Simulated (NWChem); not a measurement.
System: AlF$_{3}$ anion, doublet; SMILES of the neutral closed-shell parent [F][Al]([F])[F]

Excerpt of the output:

```
             Northwest Computational Chemistry Package (NWChem) 7.3.0
             --------------------------------------------------------

                             Geometry "geometry" -> ""
                             -------------------------

 Output coordinates in angstroms (scale by  1.889725989 to convert to a.u.)

  No.       Tag          Charge          X              Y              Z
 ---- ---------------- ---------- -------------- -------------- --------------
    1 Al                  13.0000     0.00000100     0.00000100    -0.41934000
    2 F                    9.0000    -1.15028500    -1.15028500     0.18398200
    3 F                    9.0000    -0.42103500     1.57131900     0.18398200
    4 F                    9.0000     1.57131900    -0.42103500     0.18398200

 Effective nuclear repulsion energy (a.u.)     152.6918947472

  xc_inp: hfexch multiplicative factor not found.
                              NWChem Property Module
                              ----------------------

  itol2e modified to match energy
  convergence criterion.

                                 NWChem DFT Module
                                 -----------------

 Summary of "ao basis" -> "ao basis" (spherical)
 ------------------------------------------------------------------------------
       Tag                 Description            Shells   Functions and Types
 ---------------- ------------------------------  ------  ---------------------
 Al                          6-31g*                  8       18   4s3p1d
 F                           6-31g*                  6       14   3s2p1d

  itol2e modified to match energy
  convergence criterion.

            General Information
            -------------------
          SCF calculation type: DFT
          Wavefunction type:  spin polarized.
          No. of atoms     :     4
          No. of electrons :    41
           Alpha electrons :    21
            Beta electrons :    20
          Charge           :    -1
          Spin multiplicity:     2
          Use of symmetry is: off; symmetry adaption is: off
          Maximum number of iterations: 150
          AO basis - number of functions:    60
                     number of shells:    26
          Convergence on energy requested:  1.00D-07
          Convergence on density requested:  1.00D-05
          Convergence on gradient requested:  5.00D-04

              XC Information
              --------------
                     Hartree-Fock (Exact) Exchange  1.000

      Superposition of Atomic Density Guess
      -------------------------------------

 Sum of atomic energies:        -539.97564677

 Renormalizing density from      40.00 to     41

      Non-variational initial energy
      ------------------------------

 Total energy =    -547.795939
 1-e energy   =   -1084.722873
 2-e energy   =     384.235040
 HOMO         =       0.136348
 LUMO         =       0.329925

   convergence    iter        energy       DeltaE   RMS-Dens  Diis-err
 ---------------- ----- ----------------- --------- --------- ---------
 d= 0,ls=0.0,diis     1   -540.3835584569 -6.93D+02  8.49D-03  1.03D-01
                                                     4.38D-03  9.70D-02
 d= 0,ls=0.0,diis     2   -540.4414668213 -5.79D-02  1.92D-03  6.35D-03
                                                     7.44D-04  4.85D-03
 d= 0,ls=0.0,diis     3   -540.4456213035 -4.15D-03  9.44D-04  1.26D-03
                                                     2.51D-04  8.43D-04
 d= 0,ls=0.0,diis     4   -540.4464783242 -8.57D-04  7.97D-04  1.58D-04
                                                     1.76D-04  8.76D-05
 d= 0,ls=0.0,diis     5   -540.4467275344 -2.49D-04  2.59D-04  1.42D-05
                                                     6.92D-05  9.82D-06
  Resetting Diis
 d= 0,ls=0.0,diis     6   -540.4467495646 -2.20D-05  7.68D-05  8.91D-07
                                                     3.13D-05  1.48D-06
 d= 0,ls=0.0,diis     7   -540.4467516855 -2.12D-06  5.74D-06  5.99D-08
                                                     3.92D-06  8.77D-08
 d= 0,ls=0.0,diis     8   -540.4467517732 -8.77D-08  5.77D-06  2.52D-08
                                                     4.18D-06  2.43D-08

         Total DFT energy =     -540.446751773230
      One electron energy =    -1071.402523748437
           Coulomb energy =      427.178310639058
    Exchange-Corr. energy =      -48.914433411057
 Nuclear repulsion energy =      152.691894747206

 Numeric. integr. density =        0.000000000000

                    DFT Final Alpha Molecular Orbital Analysis
                    ------------------------------------------

 Vector   19  Occ=1.000000D+00  E=-3.713629D-01
              MO Center= -3.2D-01, -3.2D-01,  1.6D-01, r^2= 2.9D+00
   Bfn.  Coefficient  Atom+Function         Bfn.  Coefficient  Atom+Function
  ----- ------------  ---------------      ----- ------------  ---------------
    23      0.326288  2 F  pz                27      0.257041  2 F  pz
    21      0.232284  2 F  px                22      0.232284  2 F  py
    36      0.213187  3 F  py                49      0.213187  4 F  px
    25      0.173771  2 F  px                26      0.173771  2 F  py
    37     -0.163141  3 F  pz                51     -0.163141  4 F  pz

[...]

          -----------------------
          Electric field gradient
          -----------------------

 1 a.u. = 0.324123 10**(16) esu/cm**3  ( or statvolts/cm**2 ) = 0.97174 10**(22) v/m**2

 ------------------------------------------------------------
   Atom      X         Y         Z
 ------------------------------------------------------------
    1 Al   0.00000   0.00000  -0.79244
 ------------------------------------------------------------

 Electric field gradient in molecular frame (a.u.)
         XX             YY             ZZ             XY             XZ             YZ
 ------------------------------------------------------------------------------------------
        0.016715       0.016715      -0.033430      -0.000002      -0.000000      -0.000000

 Principal components (a.u.) and orientation
 of principal axis w.r.t. absolute frame                      Asymmetry parameter eta
 --------------------------------------------------------------------------------------
       -0.033430       0.016717       0.016713                       0.000123

        0.000002       0.707107       0.707107
        0.000002      -0.707107       0.707107
        1.000000       0.000000      -0.000003

 ------------------------------------------------------------
   Atom      X         Y         Z
 ------------------------------------------------------------
    2 F   -2.17372  -2.17372   0.34768
 ------------------------------------------------------------

 Electric field gradient in molecular frame (a.u.)
         XX             YY             ZZ             XY             XZ             YZ
 ------------------------------------------------------------------------------------------
       -0.143400      -0.143400       0.286800      -0.500977       0.256988       0.256988

 Principal components (a.u.) and orientation
 of principal axis w.r.t. absolute frame                      Asymmetry parameter eta
 --------------------------------------------------------------------------------------
       -0.769431       0.411854       0.357577                       0.070542

        0.668632       0.230068      -0.707107
        0.668632       0.230068       0.707107
       -0.325365       0.945588      -0.000000

 ------------------------------------------------------------
   Atom      X         Y         Z
 ------------------------------------------------------------
    3 F   -0.79564   2.96936   0.34768
 ------------------------------------------------------------

 Electric field gradient in molecular frame (a.u.)
         XX             YY             ZZ             XY             XZ             YZ
 ------------------------------------------------------------------------------------------
        0.290456      -0.577256       0.286800       0.250490       0.094064      -0.351051

 Principal components (a.u.) and orientation
 of principal axis w.r.t. absolute frame                      Asymmetry parameter eta
 --------------------------------------------------------------------------------------
       -0.769429       0.411854       0.357575                       0.070544

       -0.244739       0.084200       0.965926
        0.913368      -0.314281       0.258818
        0.325365       0.945589       0.000011

 ------------------------------------------------------------
   Atom      X         Y         Z
 ------------------------------------------------------------
    4 F    2.96936  -0.79564   0.34768
 ------------------------------------------------------------

 Electric field gradient in molecular frame (a.u.)
         XX             YY             ZZ             XY             XZ             YZ
 ------------------------------------------------------------------------------------------
       -0.577256       0.290456       0.286800       0.250490      -0.351051       0.094064

 Principal components (a.u.) and orientation
 of principal axis w.r.t. absolute frame                      Asymmetry parameter eta
 --------------------------------------------------------------------------------------
       -0.769429       0.411854       0.357575                       0.070544

        0.913368      -0.314281       0.258818
       -0.244739       0.084200       0.965926
        0.325365       0.945589       0.000011
```

Level: UHF/6-31G* (spherical d). Sets without diffuse functions describe the anion's extra electron poorly. The geometry was optimised at B3LYP/def2-SVPD, spin-unrestricted. This spin state was assumed; another may lie lower. No stability test was run on the SCF state. NWChem prints the field gradient with the sign opposite to the second derivative of the potential.

Task: Which NWChem input produces such a log?

Result: One answer among several that fit: the input that was run:
```
start job
memory heap 200 mb stack 900 mb global 1100 mb
charge -1
geometry units angstroms noautosym nocenter noautoz
  Al     0.000001     0.000001    -0.419340
  F     -1.150285    -1.150285     0.183982
  F     -0.421035     1.571319     0.183982
  F      1.571319    -0.421035     0.183982
end
basis spherical
  * library 6-31g*
end
dft
  odft
  mult 2
  xc hfexch
  iterations 150
end
property
  efieldgrad
end
task dft property
```
